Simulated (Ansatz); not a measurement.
`N[SiH3]` → H₂ + `N[SiH]` at 298.15 K and 1 bar (silylene formation by 1,1-elimination).

Program: Ansatz. Geometries: PBE0-D4/def2-TZVP. ΔE: electronic, gas phase. CCSD(T)/CBS is extrapolated from def2-TZVPP and def2-QZVPP, frozen cores.

```
  species  CCSD(T)/CBS energy (Eh)  H − E (kJ/mol)  S (J/(mol·K))
`N[SiH3]`               -346.79916           145.7          264.3
       H₂                 -1.17463            35.1          130.4
 `N[SiH]`               -345.55824            99.2          245.4
```

H − E and S are ideal-gas, rigid-rotor, harmonic terms from PBE0-D4/def2-TZVP. 1 Eh = 2625.50 kJ/mol, R = 8.31446 J/(mol·K).

By hand: ΔE, ΔH, ΔS and ΔG.

ΔE = (-1.17463) + (-345.55824) − (-346.79916) = 0.06629 Eh = 174.0 kJ/mol. Δ(H − E) = 35.1 + 99.2 − 145.7 = -11.4, so ΔH = 162.6 kJ/mol. ΔS = 130.4 + 245.4 − 264.3 = 111.5 J/(mol·K). ΔG = 162.6 − 298.15 × (111.5)/1000 = 129.4 kJ/mol.

By hand: the equilibrium constant, and the temperature at which ΔG would vanish if ΔH and ΔS stayed fixed.

log₁₀ K = −ΔG/(RT ln 10) = -22.7. ΔG = 0 at ΔH/ΔS = 1458 K.

The number of gas molecules changes by +1, which sets the sign of ΔS. A doubt of 5 kJ/mol in ΔE shifts log₁₀ K by 0.9 here. These are equilibria of isolated gas molecules and say nothing of rates. Largest T1 diagnostic: 0.015 (customary marks: 0.02 for closed shells, 0.045 for open ones).
